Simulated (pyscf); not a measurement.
Structures and frequencies: ωB97X-D3(BJ)/def2-SVP in PySCF.

Estimate the classical barrier height and the reaction energy of HO–SiH₃ (SMILES O[SiH3]) + H• (SMILES [H]) → HO–SiH₂• (SMILES O[SiH2]) + H₂ (SMILES [H][H]) at ωB97M-D3(BJ)/def2-TZVP. The step runs on the doublet surface, breaks H–Si and forms H–H; take the separated reactants as zero.

ΔE‡ = 0.21 eV, ΔE = -0.45 eV. Zero-point energy shifts the barrier by -0.04 eV. It is a hydrogen abstraction, with an imaginary mode of 975i cm⁻¹. This is the saddle that the search found; another between the same sides may lie lower. The angle at the transferred H is 179°.
